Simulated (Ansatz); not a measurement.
in.yaml

```yaml
crystal:
  periodic: [false, false, false]
  atoms:
    - {symbol: H, position_ang: [0.000000, 0.000000, -0.882000]}
    - {symbol: H, position_ang: [0.000000, 0.000000, -0.137000]}
    - {symbol: F, position_ang: [0.000000, 0.000000, 1.019000]}
basis:
  gaussian: {orbitals: 6-31G}
magnetization: {spin_polarized: true, initial_magnetization: 1}
correlation: {method: ccsdt_q, electrons: outside_noble_gas}
```

```sh
$ ansatz run in.yaml --threads 1 --pin off --events-out ev --progress --plain --max-ram 2393MiB
```

Roughly how long does this take on 1 thread of Intel Xeon 6975P-C, shared host, and how much host memory?

1.6 s wall and 0.12 GiB.

```
209 factors; integrals over basis functions are off by at most 3.7e-8 eV
mean field evaluation 1: about -2731.5511 eV, gradient 1.5e1 eV
mean field evaluation 2: about -2731.5544 eV, gradient 1.5e1 eV
mean field evaluation 4: about -2732.9407 eV, gradient 2.7e0 eV
mean field evaluation 8: about -2733.1039 eV, gradient 1.5e-1 eV
mean field evaluation 16: about -2733.0538 eV, gradient 1.3e0 eV
mean field evaluation 32: about -2733.0916 eV, gradient 5.4e-1 eV
mean field evaluation 64: about -2731.5034 eV, gradient 7.5e-3 eV
mean field evaluation 96: about -2732.6141 eV, gradient 4.8e0 eV
mean field -2733.10452821 eV, -100.4397388469 hartree, gradient 5.2e-6 eV, S^2 0.779413; 5 other end points of the search recorded, 0 dependent functions left out
determinant -2733.10452821 eV, -100.4397388469 hartree, with singles and doubles -2736.63833071 eV, -100.5696036934 hartree
determinant -2731.50338161 eV, -100.3808977947 hartree, with singles and doubles -2734.42272734 eV, -100.4881817716 hartree
1 core orbitals not correlated: weight in the atoms' cores, before any rotation towards them, 1.000 or more for the frozen orbitals, at most 0.000 for the correlated occupied ones
reference -2733.10452821 eV, -100.4397388469 hartree; 5, 4 occupied and 7, 8 virtual orbitals, 209 factors
second order -3.17072390 eV of doubles, -0.00000000 eV of singles
cycle   1  -3.31029265 eV  change   -1.4e-1 eV  update   5.1e-2
cycle   2  -3.50417145 eV  change   -1.9e-1 eV  update   2.4e-2
cycle   3  -3.55876534 eV  change   -5.5e-2 eV  update   1.3e-2
cycle   4  -3.56360101 eV  change   -4.8e-3 eV  update   5.6e-3
cycle   5  -3.56183224 eV  change    1.8e-3 eV  update   2.2e-3
cycle   6  -3.56211718 eV  change   -2.8e-4 eV  update   7.9e-4
cycle   7  -3.56196912 eV  change    1.5e-4 eV  update   1.9e-4
cycle   8  -3.56194932 eV  change    2.0e-5 eV  update   7.0e-5
cycle   9  -3.56196063 eV  change   -1.1e-5 eV  update   2.7e-5
cycle  10  -3.56193517 eV  change    2.5e-5 eV  update   1.1e-5
cycle  11  -3.56193305 eV  change    2.1e-6 eV  update   4.0e-6
cycle  12  -3.56193179 eV  change    1.3e-6 eV  update   1.1e-6
cycle  13  -3.56193228 eV  change   -5.0e-7 eV  update   3.3e-7
perturbative correction -0.00777206 eV, -0.0002856178 hartree
Total energy: -2736.67423255 eV, -100.5709230616 hartree
```

For the same geometry and basis full CI lies 0.0 meV lower.
